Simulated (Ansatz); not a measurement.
## Rhodium, fcc: convergence with the plane-wave cutoff

Computed with Ansatz, r²SCAN, scalar-relativistic PAW, on the relaxed cell (a = 3.802 Å; spin not included). Errors count from a run at 500 eV on a Γ-centred 23×23×23 mesh with Fermi-Dirac smearing of 0.1 eV, extrapolated to zero width. Fixed here: mesh 14×14×14, Fermi-Dirac width 0.1 eV. The pressure holds a Pulay correction and is unreliable far below the recommended cutoff. The SCF starts from atomic densities corrected by a trained network.

| cutoff (eV) | E(σ→0) error (meV/atom) | P (GPa) | SCF iterations |
| --- | --- | --- | --- |
| 150 | 51632.2 | -141.94 | 7 |
| 250 | 1568.7 | 10.55 | 6 |
| 300 | 167.9 | 0.23 | 6 |
| 350 | 15.7 | -0.22 | 6 |
| 420 | 1.1 | 0.00 | 6 |
| 500 | -0.7 | 0.00 | 6 |
| 600 | -1.3 | 0.01 | 6 |
| 800 | -2.1 | 0.00 | 6 |

**Question.** What does the run at 200 give (cutoff)?

**Answer.** E(σ→0) error (meV/atom): 10917.6; P (GPa): -13.58; SCF iterations: 8.

Within 5 meV/atom of the last row: from 420 eV on.
